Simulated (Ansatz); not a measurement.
# Si2H4S (SMILES [SiH3][SiH]=S): one structure at several levels

The task here is to estimate one member of a computed series from the others.

Program: Ansatz 0.2.0, Gaussian basis. Level of theory: single points in def2-TZVPP. These are calculated values, not measurements.

Cores are frozen in the correlated methods.

## Where the work starts

SMILES `[SiH3][SiH]=S`, 7 atoms, charge 0, spin multiplicity 1.

Atoms are counted from 1 here; the program's logs count them from 0.

Bond lengths: Si1–H4 1.557 Å, Si1–H5 1.588 Å, Si2–S3 2.034 Å, Si2–H7 1.347 Å. Angles: H4–Si1–H5 106.9°, S3–Si2–H7 131.5°.

Geometry (Å):

```xyz
7

Si   -1.0939    0.5534   -0.2532
Si    1.1726   -0.7854    0.3532
S     2.1731   -0.5299    2.1055
H    -1.9564   -0.4062   -1.1255
H    -0.4668    1.6318   -1.2358
H    -1.7960    1.1482    1.2923
H     1.2794   -1.7238   -0.6067
```

Set-up of the first run:

The input, run/in.yaml:

```yaml
crystal:
  periodic: [false, false, false]
  atoms:
    - {symbol: Si, position_ang: [-1.093900, 0.553400, -0.253200]}
    - {symbol: Si, position_ang: [1.172600, -0.785400, 0.353200]}
    - {symbol: S, position_ang: [2.173100, -0.529900, 2.105500]}
    - {symbol: H, position_ang: [-1.956400, -0.406200, -1.125500]}
    - {symbol: H, position_ang: [-0.466800, 1.631800, -1.235800]}
    - {symbol: H, position_ang: [-1.796000, 1.148200, 1.292300]}
    - {symbol: H, position_ang: [1.279400, -1.723800, -0.606700]}
basis:
  gaussian: {orbitals: def2-TZVPP}
correlation: {method: ccsd_t}
output: {forces: true}
```

No record of the launch command was kept for these runs.

Among the steps run: CCSD(T)/def2-TZVPP; PBE0-D4/def2-TZVPP; wB97M-V/def2-TZVPP; r2SCAN-D4/def2-TZVPP; PBE-D4/def2-TZVPP; B97M-V/def2-TZVPP; CAM-B3LYP-D4/def2-TZVPP.

One of the session's tables, all rows but one given; the rest of the session is left out.

| method | RMS force component (eV/Å) | angle to CCSD(T) forces (°) | dipole (D) |
| --- | --- | --- | --- |
| CCSD(T) | 1.712 | reference | 3.00 |
| PBE0-D4 | ? | ? | ? |
| wB97M-V | 1.785 | 4.6 | 3.40 |
| r2SCAN-D4 | 1.744 | 2.8 | 3.11 |
| PBE-D4 | 1.688 | 4.5 | 2.89 |
| B97M-V | 1.733 | 5.1 | 2.97 |
| CAM-B3LYP-D4 | 1.787 | 4.7 | 3.47 |

**Question.** Estimate the row for PBE0-D4.

As computed: RMS force component (eV/Å): 1.778; angle to CCSD(T) forces (°): 3.8; dipole (D): 3.27. In the column «RMS force component (eV/Å)» it lies between r2SCAN-D4 (1.744) and wB97M-V (1.785).
